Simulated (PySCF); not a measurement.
# Calculated properties of Al(H2O)H3, `[H][Al]([H])([H])<-[OH2]`

Compound: Al(H2O)H3.
Geometry (PBE0-D3(BJ)/def2-SVP, Å), atoms numbered from 1 in this order:
```xyz
7
AlH5O angstrom
Al     0.027   -0.077   -0.897
O      0.115   -0.125    1.131
H     -0.730   -0.240    1.586
H      0.563    0.622    1.549
H      1.601   -0.029   -1.180
H     -0.792    1.293   -1.088
H     -0.784   -1.442   -1.100
```

PBE0-D3(BJ)/def2-SVP geometry optimisation, gas phase (PySCF):

```yaml
Rotational_constants_A_B_C: 55.586, 9.334, 9.149 GHz
```

**wB97X-D/def2-SVPD ground state and vertical TDDFT (core frozen in the response) (PySCF)**

```yaml
Dipole_moment: 4.79 D
HOMO_energy: -9.44 eV
LUMO_energy: 0.72 eV
HOMO–LUMO_gap: 10.16 eV
Lowest_singlet_excitation: 5.93 eV (209 nm, f = 0.004)
Strongest_line_among_the_15_lowest_singlet_transitions: S12 at 8.93 eV (139 nm, f = 0.363)
Lowest_triplet_excitation_Tamm–Dancoff: 5.74 eV
Static_isotropic_polarisability: 41.9 au
Electronic_spatial_extent_⟨r²⟩_about_the_centre_of_nuclear_charge: 185 bohr²
```

From B3LYP/pcSseg-1 (pcSseg-2 on Al) ground state and GIAO shieldings, non-relativistic (PySCF):

```yaml
1H_chemical_shifts_computed_TMS_as_zero_by_class: 4.35 (H5/H6/H7), 2.44 (H3/H4) ppm
Isotropic_shieldings_of_nuclei_other_than_C_and_H_by_class: 306 (O2), 391 (Al1) ppm
```

From delta-SCF UKS SCAN, pcX-2 on the ionised atom, pcseg-1 elsewhere, spin-free X2C (PySCF):

```yaml
Core_binding_energies: O1s 542.1 (O2), Al1s 1566.1 (Al1) eV
```

Monoisotopic mass (most abundant isotopes): 48.0156 u.

The rotational constants are those of a nearly prolate symmetric top. The principal polarisabilities are 40.4, 42.3 and 43.1 au; their mean is the isotropic value. The vertical singlet–triplet gap S1 − T1 is 0.19 eV (TDDFT singlet less Tamm–Dancoff triplet; S1: HOMO→LUMO, weight 0.88; T1: HOMO→LUMO, weight 0.81). The polarisability is 6.22 Å³ as a volume (1 au = 0.148185 Å³), or 1.61 au for each of the 26 electrons. The largest Löwdin shares of the HOMO are 0.38 on Al1, 0.37 on H6, 0.12 on H5 and 0.09 on H7. The dipole equals about 16.0 × 10⁻³⁰ C·m (1 D = 3.33564 × 10⁻³⁰ C·m). The 15 singlets span 5.93 to 9.50 eV, and their oscillator strengths add up to 1.70.

